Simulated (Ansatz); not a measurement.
`[SiH]S`. The species carries charge 0 and has multiplicity 1.

```tsv
atom	x (Å)	y (Å)	z (Å)
Si1	-0.5908	0.4428	0.8254
S2	0.4636	-0.4489	-0.7771
H3	0.6830	1.1780	1.2282
H4	-0.5558	-1.1718	-1.2765
```

Task: List the harmonic frequencies (cm⁻¹, unscaled) at PBE0-D4/def2-TZVP in Ansatz. (Best estimate.)

Result: Ansatz gave: 524, 635, 644, 920, 2044, 2686.

Task: Is this a minimum?

Result: Yes, all 6 modes are real.

Task: Give the ideal-gas thermochemistry at 298.15 K and 1 bar (rigid rotor, harmonic oscillator; point group Cs, symmetry number 1).

Result: Zero-point energy 44.6 kJ/mol; H(298) − E = 55.9 kJ/mol; entropy 256.4 J/(mol·K), of which translation 160.4, rotation 89.8, vibration 6.3; G(298) − E = -20.6 kJ/mol.
